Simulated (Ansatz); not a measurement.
System: CH$_{4}$N, charge 0, multiplicity 2. It need not be the lowest isomer of its formula. 
Geometry from a B3LYP-D3(BJ)/def2-TZVP (Ansatz, a program for electronic structure) optimisation:
```
C
H 1 1.0903
H 1 1.1007 2 108.68
H 1 1.1007 2 108.68 3 -114.61
N 1 1.4368 2 110.64 3 122.69
H 5 1.0259 1 107.09 2 180.00
```
Charge 0, spin multiplicity 2.

Basis-set convergence of Hartree-Fock and CCSD(T) correlation energies (hartree) with Ansatz. Valence correlation only, unless marked. UHF or UKS for open shells. Spin-orbit coupling is left out. No relativistic terms.

| basis | functions | E(HF) | E(corr, CCSD(T)) |
|---|---|---|---|
| cc-pVDZ | - | -94.60175 | -0.32496 |
| cc-pVTZ | 116 | ? | ? |

Question: What belongs in the gaps?

Answer: 
- cc-pVTZ, E(HF): -94.63067
- cc-pVTZ, E(corr, CCSD(T)): -0.39777
